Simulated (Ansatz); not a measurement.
# C3H4FNS: up Jacob's ladder to CCSD(T)

One table from this session's results is given with a row withheld; the runs are named, their logs left out.

Method: functionals in def2-TZVPP, the program's frozen cores in correlated methods; program: Ansatz 0.2.0, Gaussian basis.

The runs, in order: PBE-D4, r2SCAN-D4, PBE0-D4, B3LYP-D4, ωB97X-V, ωB97M-V, B2PLYP; CCSD(T)/def2-TZVPP; MP2/def2-QZVPP; extrapolation to the limit.

## The geometry

All runs share one geometry, relaxed beforehand with PBE0-D4 in a triple-zeta def2 set.

SMILES `CN=C=C(F)S`, 10 atoms, charge 0, spin multiplicity 1.

Atoms are counted from 1 here; the program's logs count them from 0.

Bond lengths: C1–N2 1.448 Å, C1–H7 1.091 Å, C1–H8 1.091 Å, C1–H9 1.093 Å, N2–C3 1.211 Å, C3–C4 1.314 Å, C4–F5 1.353 Å, C4–S6 1.729 Å, S6–H10 1.350 Å. Angles: N2–C1–H7 108.3°, N2–C1–H8 108.2°, N2–C1–H9 113.1°, H7–C1–H8 107.5°, H7–C1–H9 109.8°, H8–C1–H9 109.8°, C1–N2–C3 124.1°, N2–C3–C4 175.2°, C3–C4–F5 119.8°, C3–C4–S6 121.5°, F5–C4–S6 118.6°, C4–S6–H10 98.5°.

Set-up of the first run:

The input, in.yaml:

```yaml
crystal:
  periodic: [false, false, false]
  atoms:
    - {symbol: C, position_ang: [-0.057136, -1.587522, 1.215272]}
    - {symbol: N, position_ang: [-0.625134, -0.903102, 0.072457]}
    - {symbol: C, position_ang: [-0.105643, 0.040406, -0.480911]}
    - {symbol: C, position_ang: [0.358557, 1.088367, -1.124282]}
    - {symbol: F, position_ang: [1.154669, 0.914944, -2.204537]}
    - {symbol: S, position_ang: [0.065091, 2.697127, -0.562412]}
    - {symbol: H, position_ang: [0.062799, -2.641488, 0.959335]}
    - {symbol: H, position_ang: [-0.772320, -1.529719, 2.037659]}
    - {symbol: H, position_ang: [0.903330, -1.171430, 1.530811]}
    - {symbol: H, position_ang: [-0.901113, 3.041217, -1.440392]}
basis:
  gaussian: {orbitals: def2-TZVPP}
hamiltonian: {xc: pbe, dispersion: d4}
output: {forces: true, orbitals: {seedname: orbitals}}
```

Command:

```console
$ ansatz run in.yaml --threads 4 --pin off --events-out ev --progress --plain --max-ram 10444MiB
```

Among the steps run: PBE-D4 (GGA); r2SCAN-D4 (meta-GGA); PBE0-D4 (hybrid); B3LYP-D4 (hybrid); ωB97X-V (range-separated); ωB97M-V (range-separated); B2PLYP (double hybrid); CCSD(T) in def2-TZVPP; MP2 in def2-QZVPP.

One table of the session follows, with a row left open; its other results are not shown here.

It belongs to the step «Atomisation energies». 

| method | atomisation energy (kcal/mol) |
| --- | --- |
| PBE-D4 | ? |
| r2SCAN-D4 | 944.1 |
| PBE0-D4 | 950.5 |
| B3LYP-D4 | 941.6 |
| ωB97X-V | 940.4 |
| ωB97M-V | 942.5 |
| B2PLYP | 928.9 |
| HF/def2-TZVPP | 624.8 |
| MP2/def2-TZVPP | 930.9 |
| CCSD/def2-TZVPP | 881.3 |
| CCSD(T)/def2-TZVPP | 903.5 |
| MP2/CBS | 959.7 |
| CCSD(T)/CBS | 932.4 |

Q: Estimate the row for PBE-D4 from the others.

As computed: atomisation energy (kcal/mol): 985.5. In the column «atomisation energy (kcal/mol)» it is the highest.
